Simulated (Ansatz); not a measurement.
# One shape, several levels: N2H (dinitrogen monohydride)

We compute a comparison of 6 runs (UHF/STO-3G, U-r2SCAN/STO-3G, U-wB97X/STO-3G, UB2PLYP/STO-3G, UPBE0/STO-3G, UCCSD(T)/STO-3G) of N2H (dinitrogen monohydride). 

Program for the calculation: Ansatz 0.2.0.

34 further runs of the same task are left out: 34 set aside as unsound or not needed.

## (1) Starting point

The species is N2H (3 atoms), meant as a doublet with charge 0. SMILES: `[N]=N`. The H3–N2 distance was set to 2.592 Å, away from the relaxed value. At this shape a bond of the SMILES string is far longer than usual.

Bond lengths: N1–N2 1.164 Å.

## (2) The energy at UHF/STO-3G (run 1)

in.yaml

```yaml
crystal:
  periodic: [false, false, false]
  atoms:
    - {symbol: "N", position_ang: [1.058526, -2.157222, 0.354830]}
    - {symbol: N, position_ang: [0.100156, -1.702162, -0.123130]}
    - {symbol: H, position_ang: [-0.472040, 0.825820, -0.172480]}
basis:
  gaussian: {orbitals: STO-3G}
accuracy: high
total_charge: 0
magnetization: {spin_polarized: true, initial_magnetization: 1}
hamiltonian: {xc: hf}
```

Started as:

```
$ ansatz run in.yaml --threads 1 --pin off --max-ram 2610MiB --events-out events.jsonl --progress --plain --runs-dir runs
```

What it wrote:

```text
Warning: RAYON_NUM_THREADS=1 ignored (pool sized by the plan → 1); use --threads N
Functional definition: HF
  name "HF"
  exchange = exact_x
  correlation = 0
167 factors; integrals over basis functions are off by at most 1.4e-8 eV
mean field evaluation 1: about -2937.6287 eV, gradient 4.2e0 eV
mean field evaluation 2: about -2937.6337 eV, gradient 4.1e0 eV
mean field evaluation 4: about -2937.8385 eV, gradient 3.5e-1 eV
mean field evaluation 8: about -2937.8392 eV, gradient 3.5e-2 eV
mean field evaluation 16: about -2937.9566 eV, gradient 5.4e-4 eV
mean field -2937.95655384 eV, -107.9679119351 hartree, gradient 6.5e-8 eV, S^2 1.117041; 0 other end points of the search recorded, 0 dependent functions left out
reference -2937.95655384 eV, -107.9679119351 hartree; 8, 7 occupied and 3, 4 virtual orbitals, 167 factors
Total energy: -2937.95655384 eV, -107.9679119351 hartree
```

Run time: 0.06 s. Hardware: 1 thread of Arm Neoverse V1, shared host.

## (3) A single-point energy at U-r2SCAN/STO-3G (run 2)

job.yaml

```yaml
crystal:
  periodic: [false, false, false]
  atoms:
    - {symbol: N, position_ang: [1.058526, -2.157222, 0.354830]}
    - {symbol: "N", position_ang: [0.100156, -1.702162, -0.123130]}
    - {symbol: H, position_ang: [-0.472040, 0.825820, -0.172480]}
basis:
  gaussian:
    orbitals: STO-3G
magnetization:
  spin_polarized: true
  initial_magnetization: 1
hamiltonian:
  xc: {name: r2SCAN}
accuracy: high
```

Started as:

```
$ ansatz run job.yaml --threads 1 --pin off --max-ram 2610MiB --events-out events.jsonl --progress --plain --runs-dir runs
```

What it wrote:

```text
Warning: RAYON_NUM_THREADS=1 ignored (pool sized by the plan → 1); use --threads N
Functional definition: r2SCAN
  name "r2SCAN"
  parameter k0 = 0.174
  parameter k1 = 0.065
  parameter a1 = 4.9479
  exchange = r2scan_x(k0 = k0, k1 = k1, a1 = a1)
  correlation = r2scan_c
167 factors; integrals over basis functions are off by at most 1.4e-8 eV
mean field evaluation 1: about -2952.2051 eV, gradient 3.7e0 eV
mean field evaluation 2: about -2952.3418 eV, gradient 7.2e-1 eV
mean field evaluation 4: about -2952.3447 eV, gradient 7.8e-2 eV
mean field evaluation 8: about -2952.2862 eV, gradient 1.9e-3 eV
mean field evaluation 16: about -2952.2862 eV, gradient 9.2e-7 eV
mean field -2952.28624599 eV, -108.4945184085 hartree, gradient 2.7e-8 eV, S^2 0.750062; 0 other end points of the search recorded, 0 dependent functions left out
reference -2952.28624656 eV, -108.4945184297 hartree; 8, 7 occupied and 3, 4 virtual orbitals, 167 factors
Total energy: -2952.28624656 eV, -108.4945184297 hartree
```

Run time: 2 s. Hardware: 1 thread of Arm Neoverse V1, shared host; peak memory 0.14 GiB.

Run 3 isn't shown in full; the table further down has it.

## (4) The energy at UB2PLYP/STO-3G (run 4)

in.yaml

```yaml
crystal:
  periodic: [false, false, false]
  atoms:
    - {symbol: "N", position_ang: [1.058526, -2.157222, 0.354830]}
    - {symbol: N, position_ang: [0.100156, -1.702162, -0.123130]}
    - {symbol: H, position_ang: [-0.472040, 0.825820, -0.172480]}
basis:
  gaussian:
    orbitals: STO-3G
accuracy: high
hamiltonian:
  xc: {name: B2PLYP}
magnetization:
  spin_polarized: true
  initial_magnetization: 1
correlation:
  frozen_orbitals: {H: 0, "N": 1}
```

Started as:

```
$ ansatz run in.yaml --threads 1 --pin off --max-ram 2610MiB --events-out events.jsonl --progress --plain --runs-dir runs
```

What it wrote (excerpt; [...] marks lines left out):

```text
Warning: RAYON_NUM_THREADS=1 ignored (pool sized by the plan → 1); use --threads N
Functional definition: B2PLYP
  name "B2PLYP"
[...]
167 factors; integrals over basis functions are off by at most 1.4e-8 eV
[...]
mean field -2947.99320563 eV, -108.3367520855 hartree, gradient 5.4e-8 eV, S^2 0.750138; 0 other end points of the search recorded, 0 dependent functions left out
2 core orbitals not correlated: weight in the atoms' cores, before any rotation towards them, 1.000 or more for the frozen orbitals, at most 0.000 for the correlated occupied ones
reference -2947.99321972 eV, -108.3367526032 hartree; 6, 5 occupied and 3, 4 virtual orbitals, 167 factors
second order -6.48900813 eV of doubles, -0.00000000 eV of singles
Total energy: -2949.74525192 eV, -108.4011385988 hartree
```

Wall time 0.84 s (1 thread of Arm Neoverse V1, shared host).

Run 5 isn't shown in full; the table further down has it.

## (5) The energy at UCCSD(T)/STO-3G (run 6)

molecule.yaml

```yaml
crystal:
  periodic: [false, false, false]
  atoms:
    - {symbol: N, position_ang: [1.058526, -2.157222, 0.354830]}
    - {symbol: N, position_ang: [0.100156, -1.702162, -0.123130]}
    - {symbol: H, position_ang: [-0.472040, 0.825820, -0.172480]}
basis:
  gaussian: {orbitals: STO-3G}
correlation: {method: ccsd_t, frozen_orbitals: {H: 0, "N": 1}}
accuracy: high
scf: {omitted_lower_state_checks: [cluster_reference, increment]}
magnetization: {spin_polarized: true, initial_magnetization: 1}
```

Started as:

```
$ ansatz run molecule.yaml --threads 1 --pin off --max-ram 2610MiB --events-out events.jsonl --progress --plain --runs-dir runs
```

What it wrote (excerpt; [...] marks lines left out):

```text
Warning: RAYON_NUM_THREADS=1 ignored (pool sized by the plan → 1); use --threads N
Functional definition: HF
  name "HF"
[...]
167 factors; integrals over basis functions are off by at most 1.4e-8 eV
[...]
mean field -2937.95655384 eV, -107.9679119351 hartree, gradient 6.5e-8 eV, S^2 1.117041; 0 other end points of the search recorded, 0 dependent functions left out
2 core orbitals not correlated: weight in the atoms' cores, before any rotation towards them, 1.000 or more for the frozen orbitals, at most 0.000 for the correlated occupied ones
reference -2937.95655384 eV, -107.9679119351 hartree; 6, 5 occupied and 3, 4 virtual orbitals, 167 factors
second order -3.49823785 eV of doubles, -0.00000000 eV of singles
cycle   1  -3.57208914 eV  change   -7.4e-2 eV  update   1.1e-1
[...]
cycle  27  -4.59210548 eV  change   -1.2e-9 eV  update  1.9e-10
perturbative correction -0.03333355 eV, -0.0012249854 hartree
Total energy: -2942.58199287 eV, -108.1378936842 hartree
Checks for a lower state left out: cluster_reference, increment
```

Wall time 0.22 s (1 thread of Arm Neoverse V1, shared host).

## (6) The series

| run | level | frozen core orbitals | energy (Eh) | ⟨S²⟩ | wall time |
| --- | --- | --- | --- | --- | --- |
| 1 | UHF/STO-3G | – | -107.967912 | 1.117 | 0.06 s |
| 2 | U-r2SCAN/STO-3G | – | -108.494518 | 0.750 | 2 s |
| 3 | U-wB97X/STO-3G | – | -108.517471 | 0.750 | 3.9 s |
| 4 | UB2PLYP/STO-3G | 2 | -108.401139 | 0.750 | 0.84 s |
| 5 | UPBE0/STO-3G | – | -108.421348 | 0.750 | 0.72 s |
| 6 | UCCSD(T)/STO-3G | 2 | -108.137894 | 1.117 | 0.22 s |

## (7) What came out

| quantity | value |
| --- | --- |
| run 6: total energy | -108.13789 Eh |
| run 6: correlation energy (2 core orbitals frozen) | -170.0 mEh |
| run 6: (T) correction | -1.22 mEh |
| run 6: ⟨S²⟩ of the reference determinant | 1.117 |
| run 6: T1 diagnostic | 0.076 |

What this shows: Totals of different functionals can't be ranked against each other. In runs 1, 2, 3, 4, 5, 6 the basis is minimal, so the values are rough. Spin contamination of the reference: run 1 ⟨S²⟩ = 1.12, run 6 ⟨S²⟩ = 1.12. All runs together took 7.7 s, the longest 3.9 s.
